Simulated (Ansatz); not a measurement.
Cost and result for the atomization energy of `OC/C(F)=C/Cl` (10 atoms, 9 bonds).

```xyz
10

O    -1.080   -0.292    1.648
C     0.162   -0.142    1.001
C     0.044   -0.183   -0.481
F    -0.425   -1.352   -0.934
C     0.358    0.797   -1.315
Cl    0.230    0.673   -3.013
H    -1.444   -1.149    1.411
H     0.567    0.824    1.303
H     0.871   -0.920    1.319
H     0.717    1.743   -0.938
```

The species carries charge 0 and has multiplicity 1. Geometry: relaxed with PBE0-D4/def2-TZVP. It is one conformer, not always the lowest. Program: Ansatz. All runs use 4 threads of an Arm Neoverse V1 on a shared host. Times are those of one run each, without the atoms' runs, and a repeat can differ threefold. Electronic energies, without spin–orbit coupling; frozen cores. CCSD(T)/CBS adds CCSD(T) − MP2 in def2-TZVPP to the MP2 limit, and its time is that of the two runs behind it. T1 = 0.011. B3LYP takes the VWN-RPA correlation (the form of Gaussian; ORCA's B3LYP/G).

CCSD(T)/CBS is a level of theory with its own doubt, some kJ/mol a heavy atom from the limit and from the frozen cores, so smaller differences don't rank the functionals.

```
                             level  functions  wall time  atomization (kcal/mol)  difference from CCSD(T)/CBS  per bond
   PBE-D4/def2-TZVPP (with forces)        253      2.7 s                   983.7                         39.2       4.4
                PBE0-D4/def2-TZVPP        253      3.2 s                   954.9                         10.4       1.2
 B3LYP-D4/def2-TZVPP (with forces)        253        5 s                   942.5                         -2.0      -0.2
r2SCAN-D4/def2-TZVPP (with forces)        253      5.5 s                   951.3                          6.8       0.8
                 B2PLYP/def2-TZVPP        253        6 s                   934.3                        -10.2      -1.1
                ωB97X-V/def2-TZVPP        253        8 s                   946.4                          1.9       0.2
  ωB97M-V/def2-TZVPP (with forces)        253       11 s                   949.1                          4.6       0.5
                    MP2/def2-QZVPP        475       25 s                   962.9                         18.4       2.0
                CCSD(T)/def2-TZVPP        253    4.1 min                   917.9                        -26.6      -3.0
                 CCSD(T)/CBS(def2)          –    4.5 min                   944.5                          0.0       0.0
```

In def2-TZVPP, CCSD(T) changes the Hartree–Fock value by +260.9 kcal/mol (the triples alone add +19.3 kcal/mol) and MP2 by +290.3 kcal/mol; breaking electron pairs costs correlation energy, which Hartree–Fock lacks. The D4 term adds +7.5 kcal/mol with B3LYP and +3.9 kcal/mol with PBE0; it sums over pairs of atoms, weighted by their polarisabilities, and B3LYP, whose exchange is more repulsive, gets the larger term. From PBE to PBE0 (25 % exact exchange), in def2-TZVPP and without D4, the atomization energy moves by −28.1 kcal/mol: exact exchange takes away binding that semilocal exchange gives to molecules.
